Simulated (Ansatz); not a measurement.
**Isomers**

Structures of CH₆MgSi, singlet, relaxed at PBE0-D4/def2-TZVP (vibrations not checked; lower isomers may exist, and structures with a doubtful reference or unclear bonds are left out). Computed with Ansatz 0.2.0 (basis: def2-TZVPP); correlated methods freeze the cores. The outer core shell of Li, Na, Mg and K is correlated. The def2 sets are not built for correlating such inner shells, so the correlated values are less sure here. B3LYP uses VWN-RPA correlation.

Question: Rank them by CCSD(T) energy, lowest first, and give each one's height above the lowest. Links in brackets join atoms within 1.22 times the sum of their covalent radii (1.1 for two metals). (An estimate is asked for; the value comes from the calculation.)
A.
CH₆MgSi ([CH3][Mg][SiH3])
```
9
angstrom
C -1.1170 1.5991 -1.3408
Mg -0.1384 0.1894 -0.1608
Si 1.0840 -1.5543 1.3027
H -2.0504 1.2050 -1.7562
H -0.4992 1.9198 -2.1862
H -1.3734 2.4983 -0.7709
H 2.5501 -1.6386 1.0167
H 0.5640 -2.9459 1.1271
H 0.9805 -1.2728 2.7683
```
B.
CH₆MgSi ([MgH][CH2][SiH3])
```
9
angstrom
Mg -1.1539 0.9771 -1.4050
C 0.5835 0.4397 -0.3824
Si 0.2902 -0.7782 0.9759
H -2.5515 1.4394 -2.2615
H 1.2974 0.0228 -1.1031
H 1.0391 1.3485 0.0297
H 1.5005 -1.1938 1.7458
H -0.3232 -2.0277 0.4319
H -0.6821 -0.2279 1.9687
```
C.
a complex of CH₄MgSi ([CH2][SiH][MgH]) + H₂
```
9
angstrom
C -0.2867 0.7857 -1.3272
Si 0.5792 0.8278 0.1631
Mg 0.6516 -1.2394 1.6532
H -0.8208 -0.0979 -1.6644
H -0.3564 1.6294 -2.0076
H -0.2182 -2.2300 -0.4306
H 1.2271 2.1490 0.4245
H -0.2901 -2.8327 0.0159
H 0.7366 -2.5465 2.7387
```
D.
a complex of MgSiH₂ ([Mg][SiH2]) + CH₄
```
9
angstrom
C -1.1452 1.5105 -0.9660
Si 2.1252 -1.6746 0.1331
Mg 0.1567 -0.6845 1.3386
H -1.9562 0.8131 -0.7495
H -1.4536 2.1683 -1.7789
H -0.9296 2.1166 -0.0844
H 2.1874 -0.1391 -0.0725
H 0.9239 -1.7088 -0.8464
H -0.2523 0.9610 -1.2678
```

Answer: By the calculation: A (0.000 eV), B (0.116 eV), D (1.187 eV), C (2.029 eV). Heights count from the lowest.

Question: Do PBE-D4, r2SCAN-D4, PBE0-D4, B3LYP-D4, wB97M-V, HF, MP2 give the same order? (A judgement: the text doesn't fix the answer.)

Answer: By the calculation: All do.

No T1 diagnostic of these runs exceeds 0.015. The restricted Hartree–Fock reference is unstable towards an unrestricted one at one or more of these structures. A large double-excitation amplitude points to some diradical character; no triplet was computed.

For scale, one of the runs: CCSD(T)/def2-TZVPP, 189 basis functions, launched by `ansatz run in.yaml --threads 2 --pin off --events-out ev --progress --plain --max-ram 4352MiB`. Time: 64 s of wall clock on 2 CPU threads of an Arm Neoverse V1; the host was shared. Peak host memory: 2.1 GiB.
